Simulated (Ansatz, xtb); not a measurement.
# C4H5N: which of two isomers lies lower

Structure I is `C/C=C/C#N`, a singlet and structure II is `c1cc[nH]c1`, a singlet. Both are isolated molecules in the gas phase, relaxed with B3LYP/def2-SVP.

Quicker runs give these differences E(II) − E(I): GFN2-xTB −33.0 kcal/mol; HF/STO-3G −7.8 kcal/mol (at GFN2-xTB geometries); r2SCAN-D4/def2-SVP −20.4 kcal/mol (at GFN2-xTB geometries).

Q: Estimate E(II) − E(I) at the level CCSD(T)/def2-SVP + ΔMP2/def2-TZVPP.

A: Calculated at CCSD(T)/def2-SVP + ΔMP2/def2-TZVPP: E(II) − E(I) = −10.1 kcal/mol, so structure II lies lower.

How the difference moves with the method:

| level | geometry | E(II) − E(I) (kcal/mol) | departure from the last row (kcal/mol) | job, with rough time for the two |
| --- | --- | --- | --- | --- |
| GFN2-xTB | GFN2-xTB | −33.0 | −23.0 | optimisation, 0.16 s |
| HF/STO-3G | GFN2-xTB | −7.8 | +2.3 | single point, 0.32 s |
| r2SCAN-D4/def2-SVP | GFN2-xTB | −20.4 | −10.3 | single point, 2.4 s |
| B3LYP/def2-SVP | B3LYP/def2-SVP | −14.7 | −4.6 | optimisation, 19 s |
| HF/def2-SVP | B3LYP/def2-SVP | −6.0 | +4.1 | part of the CCSD(T) run |
| MP2/def2-SVP | B3LYP/def2-SVP | −12.3 | −2.2 | part of the CCSD(T) run |
| CCSD(T)/def2-SVP | B3LYP/def2-SVP | −8.5 | +1.6 | single point |
| CCSD(T)/def2-SVP + ΔMP2/def2-TZVPP | B3LYP/def2-SVP | −10.1 |  | single point, 15 s |

As drawn, II has 3 C∷C, 2 C∷N, 1 N–H in place of 2 C–C, 1 C=C, 1 C≡N, 1 C–H (∷ is an aromatic bond). Structure I has no ring, II a 5-membered ring (with an aromatic ring).

None of the levels shown reverses the order. The largest departure from CCSD(T)/def2-SVP + ΔMP2/def2-TZVPP is that of GFN2-xTB, 23.0 kcal/mol. The last row adds to CCSD(T) the change of the MP2 difference between the two basis sets, here −1.6 kcal/mol.

With harmonic frequencies from B3LYP/def2-SVP (ideal gas, rigid rotor, one conformer each, 298.15 K, 1 atm): on the last row, ΔE + ΔZPE = −7.5, ΔH = −8.6, ΔG = −5.9 kcal/mol.

Tabulated enthalpies of formation at 298 K are 134.3 kJ/mol for I (CRC Handbook of Chemistry and Physics) and 108.2 kJ/mol for II (CRC Handbook of Chemistry and Physics), a difference of −6.2 kcal/mol. Calculated less tabulated ΔH, with the same thermal term: GFN2-xTB −25.3, HF/STO-3G −0.1, r2SCAN-D4/def2-SVP −12.7, B3LYP/def2-SVP −7.0, HF/def2-SVP +1.7, MP2/def2-SVP −4.6, CCSD(T)/def2-SVP −0.8, CCSD(T)/def2-SVP + ΔMP2/def2-TZVPP −2.4 kcal/mol. Handbook values carry no stated uncertainty, so the miss of the last row may lie with the table, the conformer or the calculation. The tabulated value for I is in doubt: an AI review judged that it may be dated, estimated or meant for another form of the compound.

The correlated steps freeze 5 core orbitals. Run with Ansatz 0.2.0, xtb 6.7.1; the last row on 4 threads of Intel(R) Xeon(R) Platinum 8259CL CPU @ 2.50GHz (Skylake/Cascade Lake) on a shared host.
